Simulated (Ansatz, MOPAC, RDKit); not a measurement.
System: dimethyl thioether, C₂H₆S, charge 0, multiplicity 1. SMILES: CSC

Atoms: C1, S2, C3, H4, H5, H6, H7, H8, H9. Bonds: C1-S2, C1-H4, C1-H5, C1-H6, S2-C3, C3-H7, C3-H8, C3-H9.

Bond lengths (Å) and angles (degrees) optimised at UFF with RDKit; PM7 with MOPAC; MNDO with MOPAC; HF/3-21G with Ansatz (a first-principles code); HF/6-31G* with Ansatz; B3LYP/LANL2DZ with Ansatz, each started from the B3LYP-D3(BJ)/def2-TZVP structure (Ansatz) of the last column. A row stands for all coordinates that are equal there. 6-31G* holds six Cartesian d functions. No wavenumbers were computed at UFF, MNDO, B3LYP/LANL2DZ, so these may be saddle points.

| coordinate | UFF | PM7 | MNDO | HF/3-21G | HF/6-31G* | B3LYP/LANL2DZ | B3LYP-D3(BJ)/def2-TZVP |
|---|---|---|---|---|---|---|---|
| C1-S2 | 1.821 | 1.821 | 1.723 | 1.885 | 1.809 | 1.887 | 1.811 |
| C1-H4 | 1.109 | 1.097 | 1.107 | 1.079 | 1.082 | 1.093 | 1.089 |
| C1-H5 | 1.110 | 1.094 | 1.107 | 1.079 | 1.083 | 1.094 | 1.091 |
| C1-S2-C3 | 94.6 | 102.4 | 108.6 | 99.1 | 100.0 | 98.9 | 99.3 |
| S2-C1-H4 | 109.0 | 108.0 | 107.2 | 106.5 | 107.5 | 106.7 | 107.2 |
| S2-C1-H5 | 110.1 | 112.0 | 112.2 | 109.6 | 111.2 | 110.4 | 111.1 |
| H4-C1-H5 | 108.9 | 108.0 | 108.5 | 110.1 | 108.7 | 109.6 | 108.9 |
| H5-C1-H6 | 109.8 | 108.6 | 108.2 | 110.9 | 109.5 | 110.3 | 109.7 |

Mean signed difference of all 8 bond lengths from B3LYP-D3(BJ)/def2-TZVP: UFF 0.017 Å, PM7 0.006 Å, MNDO -0.009 Å, HF/3-21G 0.010 Å, HF/6-31G* -0.006 Å, B3LYP/LANL2DZ 0.022 Å.
